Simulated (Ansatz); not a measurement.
# CH₆BN: single points off equilibrium

One table from this session's results is given with a row withheld; the runs are named, their logs left out.

Program: Ansatz 0.2.0, Gaussian basis. Level of theory: single points in def2-TZVPP. These are calculated values, not measurements.

Cores are frozen in the correlated methods.

## Where the work starts

9 atoms, charge 0, spin multiplicity 1.

Atoms are counted from 1 here; the program's logs count them from 0.

Bond lengths: B1–C2 1.744 Å, B1–H4 0.958 Å, B1–H5 1.402 Å, C2–N3 1.297 Å, C2–H6 1.075 Å, C2–H7 0.982 Å, N3–H8 1.056 Å, N3–H9 0.905 Å. Angles: C2–B1–H4 117.2°, C2–B1–H5 99.8°, H4–B1–H5 141.4°, B1–C2–N3 127.8°, B1–C2–H6 102.1°, B1–C2–H7 102.2°, N3–C2–H6 115.2°, N3–C2–H7 113.9°, H6–C2–H7 87.7°, C2–N3–H8 118.9°, C2–N3–H9 116.5°, H8–N3–H9 91.6°.

As a file:

```mol
CH6BN
  3D, bonds by distance, orders not assigned

  9  8  0  0  0  0  0  0  0  0999 V2000
    0.5930    1.4004   -0.3025 B   0  0
    0.3132   -0.3159   -0.1701 C   0  0
   -0.4631   -0.9333    0.6659 N   0  0
    1.2249    1.6921   -0.9610 H   0  0
   -0.4605    1.8748    0.4913 H   0  0
    0.1993   -0.6054   -1.1987 H   0  0
    1.2245   -0.6792   -0.2101 H   0  0
   -0.7840   -1.9125    0.4355 H   0  0
   -1.3173   -0.6390    0.7173 H   0  0
  1  2  8  0
  1  4  8  0
  1  5  8  0
  2  3  8  0
  2  6  8  0
  2  7  8  0
  3  8  8  0
  3  9  8  0
M  END
```

The first run:

Input file run/in.yaml:

```yaml
crystal:
  periodic: [false, false, false]
  atoms:
    - {symbol: B, position_ang: [0.593000, 1.400400, -0.302500]}
    - {symbol: C, position_ang: [0.313200, -0.315900, -0.170100]}
    - {symbol: N, position_ang: [-0.463100, -0.933300, 0.665900]}
    - {symbol: H, position_ang: [1.224900, 1.692100, -0.961000]}
    - {symbol: H, position_ang: [-0.460500, 1.874800, 0.491300]}
    - {symbol: H, position_ang: [0.199300, -0.605400, -1.198700]}
    - {symbol: H, position_ang: [1.224500, -0.679200, -0.210100]}
    - {symbol: H, position_ang: [-0.784000, -1.912500, 0.435500]}
    - {symbol: H, position_ang: [-1.317300, -0.639000, 0.717300]}
basis:
  gaussian: {orbitals: def2-TZVPP}
correlation: {method: ccsd_t}
output: {forces: true}
```

The command line of these runs was not kept.

Steps of the session up to this table: CCSD(T)/def2-TZVPP; PBE0-D4/def2-TZVPP; wB97M-V/def2-TZVPP; r2SCAN-D4/def2-TZVPP; PBE-D4/def2-TZVPP; BHLYP-D4/def2-TZVPP; CAM-B3LYP-D4/def2-TZVPP.

One of the session's tables, all rows but one given; the rest of the session is left out.

```
      method  RMS force component (eV/Å)  angle to CCSD(T) forces (°)  dipole (D)
     CCSD(T)                       4.737                    reference        1.39
     PBE0-D4                       4.672                          2.5        1.47
     wB97M-V                       4.676                          1.0        1.44
   r2SCAN-D4                           ?                            ?           ?
      PBE-D4                       4.628                          4.3        1.58
    BHLYP-D4                       4.657                          2.3        1.41
CAM-B3LYP-D4                       4.659                          1.4        1.45
```

**Question.** Estimate the row for r2SCAN-D4.

**Answer.** RMS force component (eV/Å): 4.646; angle to CCSD(T) forces (°): 2.5; dipole (D): 1.50. In the column «RMS force component (eV/Å)» it lies between PBE-D4 (4.628) and BHLYP-D4 (4.657).
